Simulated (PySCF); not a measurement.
Stepwise substitution at one centre (B F-SH). All species are isolated molecules in the gas phase. One relaxed conformer stands for each flexible species; it need not be the lowest. Strings in code marks are SMILES.

The HOMO–LUMO gap from two functionals at the same geometries (B3LYP-D3(BJ)/def2-TZVP), both in PySCF: PBE-D3(BJ)/def2-TZVP and B3LYP-D3(BJ)/def2-TZVP. B3LYP has the VWN-RPA correlation part, as in Gaussian. 

```csv
species,B3LYP-D3(BJ)/def2-TZVP (eV)
0 of 3 F replaced by SH (`FB(F)F`),11.93
1 of 3 F replaced by SH,8.02
"2 of 3 F replaced by SH (`FB(S)S` (S–B–S–H torsion -180°, S–B–S–H torsion 180°))",6.88
3 of 3 F replaced by SH (`SB(S)S`),6.37
```

Problem. What does PBE-D3(BJ)/def2-TZVP give for each?

Solution. 
- 0 of 3 F replaced by SH (`FB(F)F`): 9.61
- 1 of 3 F replaced by SH: 6.23
- 2 of 3 F replaced by SH (`FB(S)S` (S–B–S–H torsion -180°, S–B–S–H torsion 180°)): 5.18
- 3 of 3 F replaced by SH (`SB(S)S`): 4.75
Over these rows, drawn at random from the members with no instability flagged (it was tested for open shells, ions and some series alone), PBE minus B3LYP-D3(BJ): mean -1.86 eV, from -2.33 eV to -1.61 eV.
